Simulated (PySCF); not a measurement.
**phosphanylidenephosphane: gas-phase deprotonation enthalpies at several levels**

Structure: `P=P` (H2P2). Non-hydrogen atoms are numbered in `[PH:1]=[PH:2]`.

All levels share the PBE0-D3(BJ)/ma-def2-SVP structures and the PBE0-D3(BJ)/ma-def2-SVP thermal terms; only the single-point energies (PySCF) change. Values are gas-phase deprotonation enthalpies (298 K, kJ/mol).

Measured (NIST Chemistry WebBook): deprotonation enthalpy (ΔH) 1490 kJ/mol.

| level | P1 | time |
| --- | --- | --- |
| MP2/ma-def2-TZVP | 1461 | 2.3 s |
| CCSD(T)/ma-def2-TZVP | 1475 | 12 s |
| HF/ma-def2-TZVP | 1480 | 0.59 s |
| ωB97X-D3(BJ)/ma-def2-TZVP | 1486 | – |

Times are wall times for all single points of a level on 1 thread of INTEL XEON PLATINUM 8581C @ 2.30GHz, a shared host; the dash marks the run that also made the structures.

Hartree-Fock leaves out electron correlation, so its deprotonation energies can be off by tens of kJ/mol.

The spread: 24 kJ/mol, from 1461 to 1486.

Differences come from unrounded values, so a last digit can differ from that of the printed terms.
